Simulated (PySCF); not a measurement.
# CHO3: the cost of one run

Computed with PySCF 2.14.0, with density-fitted response routines of our own, on a single molecule in the gas phase. Atoms are numbered from 0 throughout.

### Step 1. The starting structure

5 atoms, charge -1, multiplicity 1; geometry from: GFN2-xTB.

Bonds of the start (Å): O0–C1 1.23, C1–O2 1.22, C1–O3 1.46, O3–H4 0.96.

### Step 2. Geometry optimisation at PBE0-D3(BJ)/def2-SVP

Job settings and geometry (Å):

```
{"job": {"xc": "PBE0", "basis": "def2-SVP", "d3": "d3bj", "grid": 1, "kind": "geom"}, "charge": -1, "multiplicity": 1}
O      0.043440     1.193640    -0.457810
C     -0.137090     0.052910    -0.036900
O     -1.144760    -0.618080     0.103260
O      1.091350    -0.616880     0.369330
H      1.791860     0.025410     0.205000
```

**Question.** How long does this first job take on 4 threads of Arm Neoverse V2, shared host?

About 3.7 s.
